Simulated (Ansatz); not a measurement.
# triplet AlN: levels of theory in one basis

```xyz
2

Al    0.0000    0.0000    0.0000
N     0.0000    0.0000    1.8753
```

Basis set: def2-SVP (spherical functions). Correlated methods keep 6 orbitals frozen. Correlation on ROHF uses semicanonical orbitals with singles. Charge 0, multiplicity 3.

Computed with Ansatz (development build ahead of 0.2.0); each method stands on the lowest determinant of its kind that the runs found.

```
      method  E − E(ROHF) (eV)  <S²> of the determinant
        ROHF              0.00                        –
         UHF             -0.14                     2.06
    ROHF-MP2             -3.81                        –
     UHF-MP2             -3.78                     2.06
ROHF-CCSD(T)             -4.70                        –
 UHF-CCSD(T)             -4.70                     2.06
UHF-CCSDT(Q)             -4.73                     2.06
```

Caution for ROHF-MP2, UHF-MP2, ROHF-CCSD(T), UHF-CCSD(T), UHF-CCSDT(Q): a plain start can end on a higher determinant.
